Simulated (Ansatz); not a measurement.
Species: CS, charge 0, singlet. CS (methanidylidynesulfanium, SMILES [C-]#[S+]).
B3LYP-D3(BJ)/def2-TZVP minimum from Ansatz (a first-principles code):
```xyz
2

C      0.0000     0.0000    -1.1142
S      0.0000     0.0000     0.4178
```

Hartree-Fock and CCSD correlation energies in hartree (Ansatz). Radicals and triplets start from unrestricted determinants; spin-orbit coupling is neglected. Correlated methods leave the cores frozen. No relativity. The T1 diagnostic of CS ([C-]#[S+], singlet) reaches 0.025 in the sets run.

| basis | X | E(HF) | E(corr, CCSD) |
|---|---|---|---|
| cc-pV(T+d)Z | 3 | -435.35520 | -0.31902 |
| cc-pV(Q+d)Z | 4 | -435.36101 | -0.33732 |
| cc-pV(5+d)Z | 5 | -435.36210 | withheld |

Question: Fit E(corr) = E∞ + A/X³ to X = 3 and 4, predict X = 5, and compare with the run.

Answer: A = (-0.31902 - (-0.33732))/(1/27 - 1/64) = 0.8547; E∞ = -0.33732 - A/64 = -0.35067; at X = 5, E∞ + A/125 = -0.34384. The run gave -0.34379, 0.05 mEh above the prediction. The same form on X = 4 and 5 gives E∞ = -0.35058, 0.10 mEh above the first estimate.
